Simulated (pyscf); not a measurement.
Structures and frequencies: ωB97X-D3(BJ)/def2-SVP in PySCF.

SMILES: [NH2][Sn]([NH2])([NH2])[NH2]
```xyz
13

N     -0.8015     1.0948    -2.5654
Sn    -0.6319     0.1354    -0.7859
N     -0.1448    -1.8241    -0.9829
N      0.7974     1.2182     0.1627
N     -2.3786     0.0532     0.2424
H      0.0914     1.2510    -3.0299
H     -1.4220     0.6349    -3.2287
H      0.7674    -1.9854    -1.4053
H     -0.1787    -2.3415    -0.1063
H      0.9599     0.9384     1.1279
H      0.6201     2.2211     0.1541
H     -2.8332     0.9559     0.3637
H     -3.0593    -0.5874    -0.1621
```

Task: List the bond dissociation enthalpies at 298 K of `[NH2][Sn]([NH2])([NH2])[NH2]` from ωB97M-D3(BJ)/def2-TZVP, from the weakest bond up.

Result: N–Sn to NH₂• + H₂N–Sn•(NH₂)–NH₂: 72.1 kcal/mol; H–N to •HN–Sn(NH₂)(NH₂)–NH₂ + H•: 107.8 kcal/mol. Ring and multiple bonds, and those that leave no two simple radicals, are not listed. Other isomers of H₂N–Sn•(NH₂)–NH₂, •HN–Sn(NH₂)(NH₂)–NH₂ were not searched in full and may lie lower. Elements past Kr carry the def2 core potentials, without spin-orbit coupling.
